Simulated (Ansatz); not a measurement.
Harmonic frequencies (cm⁻¹) at PBE0-D4/def2-TZVP from Ansatz: 25, 204, 204, 409, 409, 740, 1039, 1039, 1056, 1056, 1193, 1406, 1407, 1471, 1471, 1471, 1471, 2382, 3045, 3046, 3112, 3112, 3113, 3113.

Q: Which molecule is it?
A. `CC1=CC1`
B. `CC#CC`
C. `C=C=CC`
D. `CC1C=C1`

A: B.
